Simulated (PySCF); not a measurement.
Compound: cyclopentadienone, C5H4O.
Z-matrix (Å and degrees, PBE0-D3(BJ)/def2-SVP geometry), rows numbered from 1:
```
O 
C   1  1.2045
C   2  1.5060  1  127.02
C   3  1.3407  2  107.21  1   179.95
C   4  1.4958  3  109.81  2    -0.01
C   5  1.3407  4  109.83  3     0.02
H   3  1.0887  2  123.66  1    -0.05
H   4  1.0912  3  126.76  2  -179.98
H   5  1.0912  4  123.42  3  -179.98
H   6  1.0887  2  123.66  1     0.05
```

Theory: core-valence-separated Tamm–Dancoff BHandHLYP/aug-pcX-1 (pcseg-1 on H) in PySCF, non-relativistic, gas phase, PBE0-D3(BJ)/def2-SVP geometry. No empirical shift is added; at this level the pattern usually sits a few eV under experiment.

Give energies, oscillator strengths and core holes at the C K edge.

```tsv
E (eV)	f	core hole on	main final orbital	polarisation
281.59	0.0734	C3/C6	LUMO (2 roots, f summed)	out of plane
281.88	0.0975	C4/C5	LUMO (2 roots, f summed)	out of plane
282.89	0.0606	C2	LUMO (77 %)	out of plane
286.09	0.0522	C3/C6	LUMO+7 (2 roots, f summed)	out of plane
286.29	0.0305	C3/C6	LUMO+1 (2 roots, f summed)	in plane
286.41	0.0434	C4/C5	LUMO+7 (2 roots, f summed)	out of plane
286.49	0.0378	C4/C5	LUMO+1 (2 roots, f summed)	in plane
287.34	0.0042	C3/C6	LUMO+1 (2 roots, f summed)	in plane
287.61	0.0053	C3/C6	LUMO+5 (2 roots, f summed)	in plane
287.75	0.0028	C3/C6	LUMO+6 (2 roots, f summed)	out of plane
287.84	0.0063	C3/C6 + C4/C5	LUMO+2 (4 roots, f summed)	in plane
```

The first line with a tenth or more of the strongest one's intensity is at 281.59 eV (f = 0.073, sum of 2), with the hole on C3/C6 (alkene CH carbon), polarised out of plane: a 1s→π* resonance. The strongest listed is at 281.88 eV (f = 0.097, sum of 2; C4/C5, 1s→π*).

Give energies, oscillator strengths and core holes at the O K edge.

| E (eV) | f | core hole on | main final orbital | polarisation |
| --- | --- | --- | --- | --- |
| 527.60 | 0.0488 | O1 | LUMO (82 %) | out of plane |
| 534.30 | 0.0003 | O1 | LUMO+5 (47 %) | – |
| 534.82 | 0.0034 | O1 | LUMO+8 (47 %) | out of plane |
| 535.00 | 0.0030 | O1 | LUMO+1/LUMO+2 (2 roots, f summed) | in plane |

The first line with a tenth or more of the strongest one's intensity is at 527.60 eV (f = 0.049), with the hole on O1 (ketone oxygen), polarised out of plane: a 1s→π* resonance. It is also the strongest listed.

Roots within 0.03 eV whose holes lie on the same, on equivalent or on shared atoms are summed into one line, and the highest roots are left out, as the search may have cut off their partners. Final orbitals are the ground state's empty Kohn–Sham orbitals. A dash: too weak, shared between unlike atoms, or no plane or axis to refer to.

What are the wavelength and the wavenumber of the 281.88 eV line?

λ = 12398.42 eV Å/281.88 eV = 43.985 Å; 2.2735 × 10⁶ cm⁻¹.

The ionisation thresholds weren't computed; near and above them a finite basis only mimics Rydberg series and continuum.
